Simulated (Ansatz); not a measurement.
**CCSD/aug-cc-pVDZ run of SiH3Cl (SMILES [SiH3]Cl)**

Aim: the vertical singlet–triplet gap of SiH3Cl at CCSD/aug-cc-pVDZ, from 2 runs. 

Program for the calculation: Ansatz 0.2.0.

15 further runs of the same task are left out: 15 set aside as unsound or not needed.

**1. The structure to begin with**

SiH3Cl has 5 atoms, charge 0, and is taken as a singlet. SMILES: `[SiH3]Cl`. The coordinates come from a PBE0-D4/def2-TZVP relaxation.

Bond lengths: Si1–Cl2 2.054 Å, Si1–H3 1.481 Å, Si1–H4 1.481 Å, Si1–H5 1.481 Å. Angles: Cl2–Si1–H3 108.5°, Cl2–Si1–H4 108.5°, Cl2–Si1–H5 108.5°, H3–Si1–H4 110.4°, H3–Si1–H5 110.4°, H4–Si1–H5 110.4°.

**2. A single-point energy at CCSD/aug-cc-pVDZ**

Contents of input.yaml:

```yaml
crystal:
  periodic: [false, false, false]
  atoms:
    - {symbol: Si, position_ang: [-0.112000, 0.018600, -0.030900]}
    - {symbol: Cl, position_ang: [1.838300, -0.513500, 0.329900]}
    - {symbol: H, position_ang: [-0.950900, -0.488300, 1.079100]}
    - {symbol: H, position_ang: [-0.534700, -0.585700, -1.314900]}
    - {symbol: H, position_ang: [-0.190800, 1.495400, -0.104700]}
basis:
  gaussian: {orbitals: aug-cc-pVDZ}
correlation: {method: ccsd, frozen_orbitals: {Cl: 5, H: 0, Si: 5}}
accuracy: high
scf: {omitted_lower_state_checks: [cluster_reference, increment]}
```

Run with:

```sh
$ ansatz run input.yaml --threads 1 --pin off --max-ram 2610MiB --events-out events.jsonl --progress --plain --runs-dir runs
```

What it wrote (excerpt; [...] marks lines left out):

```text
Warning: RAYON_NUM_THREADS=1 ignored (pool sized by the plan → 1); use --threads N
Functional definition: HF
  name "HF"
[...]
1640 factors; integrals over basis functions are off by at most 3.8e-9 eV
[...]
mean field -20414.67696113 eV, -750.2255407563 hartree, gradient 1.4e-8 eV, S^2 0.000000; 0 other end points of the search recorded, 0 dependent functions left out
10 core orbitals not correlated: weight in the atoms' cores, before any rotation towards them, 1.000 or more for the frozen orbitals, at most 0.000 for the correlated occupied ones
reference -20414.67696113 eV, -750.2255407563 hartree; 7, 7 occupied and 64, 64 virtual orbitals, 1640 factors
second order -6.97964601 eV of doubles, -0.00000000 eV of singles
cycle   1  -7.69131134 eV  change   -7.1e-1 eV  update   6.1e-2
[...]
cycle  20  -7.94345957 eV  change   6.2e-11 eV  update  6.1e-10
Total energy: -20422.62042070 eV, -750.5174575114 hartree
Checks for a lower state left out: cluster_reference, increment
```

It took 2.5 s on 1 thread of AMD EPYC 9R45 (Zen 5), shared host; peak memory 0.41 GiB.

**3. The triplet, same level**

Contents of molecule.yaml:

```yaml
crystal:
  periodic: [false, false, false]
  atoms:
    - {symbol: Si, position_ang: [-0.112000, 0.018600, -0.030900]}
    - {symbol: Cl, position_ang: [1.838300, -0.513500, 0.329900]}
    - {symbol: H, position_ang: [-0.950900, -0.488300, 1.079100]}
    - {symbol: H, position_ang: [-0.534700, -0.585700, -1.314900]}
    - {symbol: H, position_ang: [-0.190800, 1.495400, -0.104700]}
basis:
  gaussian: {orbitals: aug-cc-pVDZ}
magnetization: {spin_polarized: true, initial_magnetization: 2}
correlation: {method: ccsd, frozen_orbitals: {Cl: 5, H: 0, Si: 5}}
accuracy: high
scf: {omitted_lower_state_checks: [cluster_reference, increment]}
```

Run with:

```sh
$ ansatz run molecule.yaml --threads 1 --pin off --max-ram 2610MiB --events-out events.jsonl --progress --plain --runs-dir runs
```

What it wrote (excerpt; [...] marks lines left out):

```text
Warning: RAYON_NUM_THREADS=1 ignored (pool sized by the plan → 1); use --threads N
[... 2 set-up lines as earlier in the session ...]
[...]
1640 factors; integrals over basis functions are off by at most 3.8e-9 eV
[...]
mean field -20407.17894075 eV, -749.9499935900 hartree, gradient 2.9e-8 eV, S^2 2.012529; 23 other end points of the search recorded, 0 dependent functions left out
10 core orbitals not correlated: weight in the atoms' cores, before any rotation towards them, 1.000 or more for the frozen orbitals, at most 0.000 for the correlated occupied ones
reference -20407.17894075 eV, -749.9499935900 hartree; 8, 6 occupied and 63, 65 virtual orbitals, 1640 factors
second order -6.77608407 eV of doubles, -0.00000000 eV of singles
cycle   1  -7.58247628 eV  change   -8.1e-1 eV  update   8.9e-2
[...]
cycle  44  -8.02446641 eV  change  -7.0e-10 eV  update   1.4e-9
Total energy: -20415.20340717 eV, -750.2448872916 hartree
Checks for a lower state left out: cluster_reference, increment
```

It took 32 s on 1 thread of AMD EPYC 9R45 (Zen 5), shared host; peak memory 0.68 GiB.

**4. Outcome**

Level: CCSD/aug-cc-pVDZ, 10 core orbitals frozen.

```
                                             quantity          value
                                singlet: total energy  -750.51746 Eh
singlet: correlation energy (10 core orbitals frozen)     -291.9 mEh
                               singlet: T1 diagnostic          0.009
                                triplet: total energy  -750.24489 Eh
triplet: correlation energy (10 core orbitals frozen)     -294.9 mEh
           triplet: ⟨S²⟩ of the reference determinant          2.013
                               triplet: T1 diagnostic          0.057
     vertical energy of the triplet above the singlet       7.417 eV
```

At this shape the triplet lies 7.42 eV (171 kcal/mol) above the singlet. The T1 diagnostic (triplet) of 0.057 is above the customary mark for such species, so a single reference may not serve.
